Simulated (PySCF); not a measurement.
Stepwise substitution at one centre (Al F-H). All species are isolated molecules in the gas phase. Strings in code marks are SMILES.

Calculation: PySCF with ωB97X-D3(BJ)/def2-TZVP // B3LYP-D3(BJ)/def2-TZVP. All candidates: neutral, multiplicity 1. Delta-SCF ions had no search for a lower state. Excitations are Tamm–Dancoff values on a coarser integration grid. The basis has no diffuse functions, so Rydberg states are missing or too high.

The brightest of the four lowest singlets (TDA) comes out as 8.57 eV, the vertical ionisation energy (Delta-SCF) comes out as 11.80 eV and the T1 excitation (TDA) is 5.67 eV.

Say which member has these values.
A) `[F][Al]([F])[F]`
B) `[F][AlH][F]`
C) `[F][AlH2]`

C, `[F][AlH2]`. The others give `[F][AlH][F]`: 9.24 eV, 13.32 eV, 7.30 eV; `[F][Al]([F])[F]`: 9.61 eV, 14.92 eV, 8.54 eV
